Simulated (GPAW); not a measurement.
# C2HClS (SMILES S=C=CCl) at PBE/dzp (scalar-relativistic datasets)

Aim: the charge distribution of C2HClS. Input form: an ASE script.

The calculation is run with GPAW 26.7.0.

6 further runs of the same task are left out: 3 that didn't finish, 3 set aside as unsound or not needed.

## Step 1: The system as given

The species is C2HClS (5 atoms), meant as a singlet with charge 0. As SMILES, `S=C=CCl`. Geometry: relaxed at GFN2-xTB.

Bond lengths: S1–C2 1.554 Å, C2–C3 1.299 Å, C3–Cl4 1.742 Å, C3–H5 1.077 Å. Angles: S1–C2–C3 179.6°, C2–C3–Cl4 122.0°, C2–C3–H5 123.4°, Cl4–C3–H5 114.6°.

## Step 2: The charge distribution at PBE/dzp (scalar-relativistic datasets)

calc.py reads:

```python
import numpy as np
from ase import Atoms
from ase.units import Debye
from gpaw import GPAW

mol = Atoms('SCCClH',
    positions=[[ -1.130240,  -1.522110,   1.353450],
               [ -0.314870,  -0.527210,   0.481450],
               [  0.375000,   0.300650,  -0.244390],
               [ -0.376800,   1.358940,  -1.405660],
               [  1.446910,   0.389720,  -0.184850]])
mol.center(vacuum=4.5)

calculator = GPAW(mode='lcao', xc='PBE', h=0.18, basis='dzp', maxiter=150, txt='-')
mol.calc = calculator

energy = mol.get_potential_energy()
print(f'Energy: {energy:.5f} eV')
forces = mol.get_forces()
print('Forces (eV/Ang)')
for symbol, f in zip(mol.symbols, forces):
    print(f'{symbol:2} {f[0]:9.4f} {f[1]:9.4f} {f[2]:9.4f}')
dipole = mol.get_dipole_moment() / Debye
print(f'Dipole                  {np.linalg.norm(dipole):.3f} D')
homo, lumo = calculator.get_homo_lumo()
print(f'HOMO                    {homo:.3f} eV')
print(f'LUMO                    {lumo:.3f} eV')
print(f'Gap = {lumo - homo:.3f} eV')
```

Command:

```console
$ python calc.py > calc.log
```

**Question.** What will come out? Wanted: energy as printed; dipole moment; HOMO energy; LUMO energy; HOMO–LUMO gap; largest force on an atom.

**Answer.** As computed:

At PBE/dzp (scalar-relativistic datasets):

| quantity | value |
| --- | --- |
| energy as printed (from the program's reference atoms) | -24.2497 eV |
| dipole moment | 0.75 D |
| HOMO energy | -5.19 eV |
| LUMO energy | -3.52 eV |
| HOMO–LUMO gap | 1.67 eV |
| largest force on an atom | 1.933 eV/Å |

In words: The largest force is 1.93 eV/Å: the shape isn't a stationary point for this species at this level.
